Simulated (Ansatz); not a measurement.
Input file:

```yaml
crystal:
  periodic: [false, false, false]
  atoms:
    - {symbol: Na, position_ang: [0.000000, 0.000000, 3.318733]}
    - {symbol: Mg, position_ang: [0.000000, 0.000000, 0.302633]}
    - {symbol: H, position_ang: [0.000000, 0.000000, -3.621367]}
basis:
  gaussian: {orbitals: cc-pVTZ}
correlation: {method: fci, electrons: outside_noble_gas}
```

```sh
$ ansatz run in.yaml --threads 1 --pin off --events-out ev --progress --plain --max-ram 2393MiB
```

Log:

```
873 factors; integrals over basis functions are off by at most 2.3e-7 eV
mean field evaluation 1: about -9846.5617 eV, gradient 1.1e1 eV
mean field evaluation 2: about -9846.5669 eV, gradient 1.1e1 eV
mean field evaluation 4: about -9848.1006 eV, gradient 2.9e0 eV
mean field evaluation 8: about -9848.2640 eV, gradient 2.9e-3 eV
mean field evaluation 16: about -9838.2132 eV, gradient 8.1e0 eV
mean field -9848.26396517 eV, -361.9170253270 hartree, gradient 2.0e-6 eV, S^2 0.000000; 0 other end points of the search recorded, 0 dependent functions left out; unrestricted orbitals would lower it
mean field evaluation 32: about -9849.5737 eV, gradient 1.2e-1 eV
unrestricted determinant -9849.58482467 eV, -361.9655660182 hartree, S^2 1.0672
10 core orbitals not correlated: weight in the atoms' cores, before any rotation towards them, 1.000 or more for the frozen orbitals, at most 0.000 for the correlated occupied ones
reference -9848.26396517 eV, -361.9170253270 hartree; 2, 2 occupied and 70, 70 virtual orbitals, 873 factors
state -9850.86225246 eV, -362.0125106236 hartree
Total energy: -9850.86225246 eV, -362.0125106236 hartree
```

Ran on 1 thread of Arm Neoverse V1, shared host: 25 s wall, 0.35 GiB peak host memory.
